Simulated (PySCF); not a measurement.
# Dipole moment and polarisability of vinylsilane

Compound: vinylsilane, C₂H₆Si.
SMILES with atom numbers: `[CH2:1]=[CH:2][SiH3:3]` (hydrogens: H4, H5 on C1; H6 on C2; H7, H8, H9 on Si3)

Structure used (PBE0-D3(BJ)/def2-SVP), in Å, numbered top down from 1:
```xyz
9
C2H6Si angstrom
C      1.5494   -0.1133   -0.2796
C      0.5447    0.1283    0.5702
Si    -1.2584    0.0867    0.0774
H      1.3711   -0.3540   -1.3339
H      2.5984   -0.0821    0.0362
H      0.7958    0.3634    1.6134
H     -2.0061   -0.9355    0.8742
H     -1.3620   -0.2499   -1.3753
H     -1.9102    1.4110    0.3233
```

Level: wB97X-D/def2-SVPD (PySCF), static field, nuclei fixed, core orbitals frozen in the response. The polarisability tensor in these axes (au):

```
x   66.83 -2.11 -5.00
y   -2.11 44.88  1.88
z   -5.00  1.88 51.58
```

Question: What are the eigenvalues, a third of the trace, and Δα (Δα² = ½Σ(αi − αj)² over the three pairs)?

Answer: Principal values 44.35, 50.34 and 68.60 au; mean 54.43 au = 8.07 Å³ = 8.97 × 10⁻⁴⁰ C²·m²/J; Δα = 21.88 au (40 % of the mean).

Question: What is the dipole moment, and where does it point?

Answer: (0.72, -0.01, 0.09) D, 0.73 D in size, pointing from the negative to the positive side. Measured along this direction, the outermost atoms are H9 and H7 at the negative end and H5 at the positive end.

Question: Molar refractivity from α?

Answer: Lorentz–Lorenz: R = (4π/3)N_A α = 2.5225 cm³/(mol·Å³) × 8.07 Å³ = 20.3 cm³/mol, in the limit of long wavelengths.

Question: Refractivity n − 1 of an ideal gas of it at 500 K and 1 atm, from the electronic α?

Answer: N = p/kT = 1.4678 × 10¹⁹ cm⁻³, so n − 1 = 2π × N × 8.07 × 10⁻²⁴ cm³ = 744 × 10⁻⁶ at long wavelengths, for an ideal gas.

Question: Along which axes do the principal values lie, and how far do the nuclei extend along each?

Answer: Largest value along (0.95, -0.11, -0.29), where the nuclei span 4.53 Å; middle along (0.31, 0.20, 0.93), 3.57 Å; least along (0.04, 0.97, -0.22), 2.41 Å. The response follows the extents in order.

Question: In a dilute gas of rigid molecules at 500 K, how does the orientational term μ²/3kT compare with the electronic polarisability?

Answer: In Gaussian units μ²/3kT = 2.57 Å³ against 8.07 Å³, a ratio of 0.32; the Debye molar polarisation (4π/3)N_A(α + μ²/3kT) is 26.8 cm³/mol, leaving out the vibrational part.

Isolated species at its PBE0-D3(BJ)/def2-SVP geometry, gas phase.
